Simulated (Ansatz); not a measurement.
**C₂HNO: a ladder of functionals and wavefunction methods**

One table from this session's results is given with a row withheld; the runs are named, their logs left out.

The runs use Ansatz 0.2.0, Gaussian basis; functionals in def2-TZVPP, the program's frozen cores in correlated methods.

Plan: LDA (SPW92), PBE-D4, revPBE-D4, BLYP-D4, r2SCAN-D4, B97M-V, PBE0-D4, B3LYP-D4, r2SCANh-D4, r2SCAN0-D4, HSE06-D4, BHLYP-D4, CAM-B3LYP-D4, LC-ωPBE, ωB97X-V, ωB97M-V, B2PLYP, PBE-QIDH; CCSD(T)/def2-SVP; CCSD(T)/def2-TZVPP; MP2/def2-QZVPP; extrapolation to the limit; RPA on PBE.

## The relaxed structure

An earlier PBE0-D4 in a triple-zeta def2 set relaxation fixed the geometry.

SMILES `N#CC=O`, 5 atoms, charge 0, spin multiplicity 1.

Atoms are counted from 1 here; the program's logs count them from 0.

Bond lengths: N1–C2 1.150 Å, C2–C3 1.466 Å, C3–O4 1.195 Å, C3–H5 1.103 Å. Angles: N1–C2–C3 177.8°, C2–C3–O4 122.4°, C2–C3–H5 114.1°, O4–C3–H5 123.5°.

The first run:

The input, in.yaml:

```yaml
crystal:
  periodic: [false, false, false]
  atoms:
    - {symbol: N, position_ang: [0.464081, -1.171133, 1.581603]}
    - {symbol: C, position_ang: [0.184297, -0.522575, 0.673947]}
    - {symbol: C, position_ang: [-0.122891, 0.328968, -0.479489]}
    - {symbol: O, position_ang: [-1.160926, 0.261847, -1.067175]}
    - {symbol: H, position_ang: [0.685340, 1.029193, -0.750286]}
basis:
  gaussian: {orbitals: def2-TZVPP}
hamiltonian: {xc: lda}
output: {orbitals: {seedname: orbitals}}
```

Run with:

```
$ ansatz run in.yaml --threads 2 --pin off --events-out ev --progress --plain --max-ram 4352MiB
```

Steps of the session up to this table: LDA; PBE-D4 (GGA); revPBE-D4 (GGA); BLYP-D4 (GGA); r2SCAN-D4 (meta-GGA); B97M-V (meta-GGA); B3LYP-D4 (hybrid); r2SCANh-D4 (hybrid); r2SCAN0-D4 (hybrid); HSE06-D4 (hybrid); BHLYP-D4 (hybrid); CAM-B3LYP-D4 (range-separated); LC-ωPBE (range-separated); ωB97X-V (range-separated); ωB97M-V (range-separated); B2PLYP (double hybrid); PBE-QIDH (double hybrid).

One table of the session follows, with a row left open; its other results are not shown here.

It belongs to the step «Orbital energies across the functionals». 

| functional | HOMO (eV) | LUMO (eV) | gap (eV) |
| --- | --- | --- | --- |
| LDA (SPW92) | -7.60 | -4.44 | 3.16 |
| PBE-D4 | -7.45 | -4.16 | 3.29 |
| revPBE-D4 | ? | ? | ? |
| BLYP-D4 | -7.39 | -4.02 | 3.36 |
| r2SCAN-D4 | -7.84 | -4.03 | 3.81 |
| B97M-V | -7.97 | -3.85 | 4.13 |
| PBE0-D4 | -9.22 | -3.09 | 6.14 |
| B3LYP-D4 | -8.97 | -3.34 | 5.63 |
| r2SCANh-D4 | -8.50 | -3.63 | 4.88 |
| r2SCAN0-D4 | -9.50 | -3.02 | 6.48 |
| HSE06-D4 | -8.81 | -3.48 | 5.34 |
| BHLYP-D4 | -10.98 | -1.90 | 9.08 |
| CAM-B3LYP-D4 | -10.75 | -1.89 | 8.86 |
| LC-ωPBE | -12.07 | -0.65 | 11.42 |
| ωB97X-V | -11.75 | -0.70 | 11.04 |
| ωB97M-V | -11.69 | -0.74 | 10.94 |

Estimate the missing values for revPBE-D4.

The run gave: HOMO (eV): -7.39; LUMO (eV): -4.06; gap (eV): 3.33.
